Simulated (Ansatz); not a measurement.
Consider BN in the zinc blende structure (space group F-43m, No. 216; a = 3.605 Å).

Method: PBEsol (Ansatz, a program for electronic structure), no spin-orbit coupling, earlier PAW set.

It is then changed as follows: P takes the place of N on all its sites, then cell and atoms are relaxed.

Measured lattice parameter a: BN 3.593 Å (static lattice; corrected from measurement; as listed in Tamar Goldzak et al., The Journal of Chemical Physics (2022)); BP 4.525 Å (static lattice; corrected from measurement; as listed in Daniel Mejia-Rodriguez, S. B. Trickey, Phys. Rev. B (2018)).

Question: How well does PBEsol reproduce the measured shift?

Answer: With PBEsol the lattice parameter a moves by +0.915 Å (3.605 → 4.520) against +0.932 Å measured.

Whether these cells are dynamically stable was not tested.
